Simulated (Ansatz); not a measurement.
P-H bond lengths (Å) of neutral closed-shell molecules, written as SMILES: in each the longest such bond at B3LYP-D3(BJ)/def2-TZVP (Ansatz, a first-principles code), beside the same bond after optimisation at HF/STO-3G (Ansatz) from that structure, whose symmetry is kept, so that a structure may be a saddle point there. B3LYP-D3(BJ)/def2-TZVP serves to compare with and is no measurement.

The rows were drawn at random among computed neutral closed-shell members with both values; the withheld row is one of them. Species whose geometry shows other bonds than their SMILES are left out. Runs that failed or changed their bonding are left out, and none for the size of its difference.

```tsv
species	HF/STO-3G (Ansatz) (x)	B3LYP-D3(BJ)/def2-TZVP (y)
[SiH3]P (SiPH5) [silylphosphane]	1.379	1.419
C[Si](C)(P)P [[dimethyl(phosphanyl)silyl]phosphane]	1.380	1.422
OB(O)P	1.380	1.419
[H][P@TB7]([H])([H])([H])[H] (PH5)	1.425	1.479
P (PH3)	1.380	1.419
```

Question: Fit y = a + b·x by least squares, and use it for PP (P2H4), where HF/STO-3G (Ansatz) gives 1.381 Å.

Answer: Means: x 1.38880, y 1.43160. Sums about the means: Sxx 0.0016388, Sxy 0.0021456. Slope b = Sxy/Sxx = 1.309, intercept a = mean y - b·mean x = -0.3863; the rows scatter about the line by 0.0011 (root mean square), r² = 1.00. A constant shift would give 1.424 Å. Prediction for PP (P2H4): 1.421 Å. The length at B3LYP-D3(BJ)/def2-TZVP is 1.421 Å, so the fit misses by +0.000 Å, against -0.040 Å without it. The fit is meant for species like these alone.
